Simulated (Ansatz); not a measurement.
**SO2 (sulfur dioxide): where methods fail along a bond**

SO2 has 3 atoms, charge 0, and is taken as a singlet. SMILES: `O=S=O`. The O3–S2 distance was set to 1.793 Å, away from the relaxed value.

```xyz
3

O    -1.0728    0.9728   -0.4768
S     0.1775    0.7146    0.1764
O     0.6902   -1.0011    0.2650
```

The S2–O3 distance is scanned; the parts on either side stay rigid. Basis STO-3G, 7 core orbitals frozen in the correlated methods; program Ansatz 0.2.0. FCI is exact within this basis and core. Energies in eV from each method's value at 1.793 Å; methods without a U are spin-restricted. The shape above is that at 1.793 Å.

```
distance (Å)  SVWN5  r2SCAN  BHLYP  B2PLYP    MP2   FCI
       1.434   0.55    0.57  -0.06    0.67  -1.11  1.16
       1.793   0.00    0.00   0.00    0.00   0.00  0.00
       2.151   1.97    1.94   2.22    3.30   1.99  0.62
       2.868   4.97    4.87   3.92    5.42   2.99  0.78
       3.585   5.96    5.84   4.22    5.71   3.11  0.80
```

Departure from the FCI curve at its largest: SVWN5 +5.16 eV at 3.58 Å; r2SCAN +5.04 eV at 3.58 Å; BHLYP +3.42 eV at 3.58 Å; B2PLYP +4.92 eV at 3.58 Å; MP2 +2.31 eV at 3.58 Å. Restricted functionals keep the electrons paired too, and rise too high.
